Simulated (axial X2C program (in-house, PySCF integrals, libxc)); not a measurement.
# Outer orbitals of Si₂⁺ at 2.288 Å, PBE0

Computed with an in-house all-electron X2C program for linear molecules (integrals from PySCF). Spin-free means the one-electron spin-free X2C Hamiltonian; two-component (2c) means X2C with spin–orbit coupling and atomic mean-field two-electron Coulomb and Gaunt terms, so the difference of the two also holds small scalar two-electron terms. Basis: Si dyall-v3z [8s7p2d1f] (cores contracted in-house); Gaussian nuclei, density fitting, unrestricted open shells. Masses: Si 27.977 u.

The distance is close to the 2c PBE0 minimum; the highest filled and lowest empty levels are listed.

Spin-free orbitals, state M_S = 3/2, Λ = 0 (beyond evenly filled blocks: σα, π+α, π-α) (Löwdin shares):

| symmetry | occupied | ε (eV) | atomic character |
| --- | --- | --- | --- |
| σα | yes | -22.07 | 79% Si s, 16% Si p, 5% Si d |
| σβ | yes | -19.79 | 82% Si s, 13% Si p, 4% Si d |
| σα | yes | -17.58 | 70% Si s, 25% Si p, 4% Si d |
| σβ | yes | -15.64 | 71% Si s, 24% Si p, 5% Si d |
| σα | yes | -13.32 | 84% Si p, 15% Si s |
| π+α | yes | -12.92 | 93% Si p, 6% Si d |
| π-α | yes | -12.92 | 93% Si p, 6% Si d |
| σβ | no | -9.86 | 85% Si p, 14% Si s |
| π+β | no | -9.50 | 95% Si p, 4% Si d |
| π-β | no | -9.50 | 95% Si p, 4% Si d |
| π-α | no | -8.53 | 89% Si p, 10% Si d |
| π+α | no | -8.53 | 89% Si p, 10% Si d |

Spinors with spin–orbit coupling (state Ω = 3/2):

```csv
ω,occupied,ε (eV),atomic character,λ mixture
1/2,yes,-22.07,"79% Si s, 16% Si p, 5% Si d",100% σ
-1/2,yes,-19.79,"82% Si s, 13% Si p, 4% Si d",100% σ
1/2,yes,-17.58,"70% Si s, 25% Si p, 4% Si d",100% σ
-1/2,yes,-15.64,"71% Si s, 24% Si p, 5% Si d",100% σ
1/2,yes,-13.32,"84% Si p, 15% Si s",100% σ
-1/2,yes,-12.93,"93% Si p, 6% Si d",100% π
3/2,yes,-12.91,"93% Si p, 6% Si d",100% π
-1/2,no,-9.86,"85% Si p, 14% Si s",100% σ
1/2,no,-9.51,"95% Si p, 4% Si d",100% π
-3/2,no,-9.49,"95% Si p, 4% Si d",100% π
-1/2,no,-8.54,"89% Si p, 10% Si d",100% π
```

Mulliken charges and populations of the two-component result (they depend on the basis, above all on diffuse functions):

Si1 0.50 e (s 5.86 p 7.56 d 0.08 f 0.01), Si2 0.50 e (s 5.86 p 7.56 d 0.08 f 0.01). ⟨Lz⟩ = 0.00 ħ and ⟨Sz⟩ = 1.50 ħ (0.75 and 0.75 on the two atoms), which add up to Ω.

The state is one determinant whose occupation by symmetry is held fixed; it was picked as the lowest of a PBE0 search that is not exhaustive. Density functionals use the spin component along the axis (collinear). PBE0 can misorder states that lie within some tenths of an eV, so this need not be the ground state of the molecule. The nearest other spin-free determinant of the search, M_S = 1/2, Λ = 0, lies 0.31 eV up at the distance of the search. With several unpaired electrons one determinant need not be a pure state. This is the top spin component of a Σ state; components of lower Ω are not single determinants and can lie lower.
